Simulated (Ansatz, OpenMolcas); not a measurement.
## How basis sets differ on LiH (SMILES [LiH])

The species is LiH (2 atoms), meant as a singlet with charge 0. SMILES: `[LiH]`. Geometry: the measured bond length.

```xyz
2

Li    0.0000    0.0000    0.0000
H     0.0000    0.0000    1.5957
```

Quantity: the energy change with the Li1–H2 bond stretched from 1.596 to 3.191 Å, in eV. The values are calculated.

```csv
level,kind,program,value (eV),CPU time (all runs)
B3LYP/3-21G (restricted),global hybrid,Ansatz,2.01,0.94 s
B3LYP/def2-SVP (restricted),global hybrid,OpenMolcas,2.04,5.8 s
B3LYP/6-31G** (spherical functions) (restricted),global hybrid,OpenMolcas,2.02,6.1 s
B3LYP/cc-pVTZ (restricted),global hybrid,Ansatz,2.00,1.7 s
```

The first shape isn't each level's own minimum. The values span 2.00 to 2.04 eV. CPU times are rough (shared hosts, several kinds of processor): they show what a rung costs within a factor of a few.
